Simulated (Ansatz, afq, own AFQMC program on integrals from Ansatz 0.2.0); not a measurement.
Integrals from Ansatz 0.2.0, then the random walk in our own AFQMC program (afq).

```yaml
crystal:
  periodic: [false, false, false]
  atoms:
    - {symbol: N, position_ang: [0.000000, 0.000000, 0.510827]}
    - {symbol: C, position_ang: [0.000000, 0.000000, -0.774802]}
    - {symbol: H, position_ang: [0.000000, 0.856858, 1.066986]}
    - {symbol: H, position_ang: [0.000000, -0.856858, 1.066986]}
basis:
  gaussian: {orbitals: cc-pVDZ}
total_charge: 1
magnetization: {spin_polarized: true, initial_magnetization: 0}
correlation: {method: ccsd_t, electrons: outside_noble_gas, hamiltonian_folder: ham}
```

```sh
$ ansatz run in.yaml --threads 1 --pin off --events-out ev --progress --plain --max-ram 24576MiB --backend cuda --devices 0, --max-vram 18GiB
```

Options of the walk:

```
--method phaseless --trial hf --walkers 4000 --populations 20 --least-time 40 --time-step 0.005 --steps-per-block 20 --equilibration-blocks 112 --max-blocks 4000 --target-error 0.0009500 --factor-cut 1e-05 --start spin_pure --seed 3563 --taylor-order 6
```

Times are imaginary, in 1/Eh. The walk had a cap of 49 s. With eight or more populations the least sampling time is a fifth of least-time, and the error comes from their spread.

```
orbitals 36  electrons 5 5  factors 279 of 356
reference energy -93.10106674 Eh
CCSD correlation -0.28230700 Eh in 10 cycles, weight of the determinant in the CISD state 0.8826
energy of the start -93.101067 Eh
 block  time / (1/Eh)  mean weight  energy / Eh
     1     0.100  1.0013  -93.175173
     2     0.200  1.0020  -93.225869
     3     0.300  1.0021  -93.263040
     4     0.400  1.0016  -93.289673
     5     0.500  1.0019  -93.311386
     7     0.700  1.0013  -93.339261
     9     0.900  1.0006  -93.353215
    11     1.100  1.0006  -93.369299
    31     3.100  0.9998  -93.396930
    51     5.100  0.9999  -93.392333
    71     7.100  0.9998  -93.387814
    91     9.100  0.9997  -93.402320
   111    11.100  1.0001  -93.396759
   131    13.100  1.0007  -93.428199
   151    15.100  1.0000  -93.395797
   171    17.100  0.9999  -93.391446
   191    19.100  1.0000  -93.394764
   211    21.100  0.9999  -93.405098
   231    23.100  0.9999  -93.408432
   251    25.100  0.9999  -93.390690
   271    27.100  0.9995  -93.391944
   291    29.100  1.0002  -93.402164
   311    31.100  1.0001  -93.391743
   331    33.100  0.9999  -93.400263
   351    35.100  0.9999  -93.397281
   371    37.100  0.9998  -93.401428
   391    39.100  1.0002  -93.410472
   411    41.100  1.0000  -93.399205
   431    43.100  1.0001  -93.402327
error from the spread of 20 populations
energy -93.397921 +/- 0.000911 Eh
(rows thinned)
```

Estimate how long the walk took on 1 × NVIDIA H100 80GB HBM3 with 2 threads of AMD EPYC 7R13 Processor (Zen 3) (shared host) (the card was shared).

34 s of wall time.

The run passed its tests (sampling time, drift between the halves within three errors, error under three times the target), which doesn't prove that it has relaxed.

Against this walk (error 24.8 meV) on the same determinant: CCSD(T) 126.1 meV higher, CCSDT(Q) 82.3 meV higher, CCSDTQ 83.4 meV higher, a separate phaseless walk with a CISD trial and standard settings 83.1 ± 25.3 meV higher. The error is statistical and leaves out the bias of the constraint. CCSDTQ is the surest value here, so the walk's 83 meV below it is most likely the bias of the constraint with this trial, which can have either sign.

Cautions: constraint bias not in the error; an unrestricted solution with more broken spin lies lower (30 meV, ⟨S²⟩ 0.19), while this determinant keeps restricted orbitals.

CCSDT and higher add their correlation energy to the determinant of the CCSD(T) run, since their own runs factorise the integrals more tightly (a shift of under 2 meV). A walk keeps the symmetry of its determinant, which the program's search chose and which needn't be the lowest solution, so a lower state of the same spin and another symmetry isn't excluded.
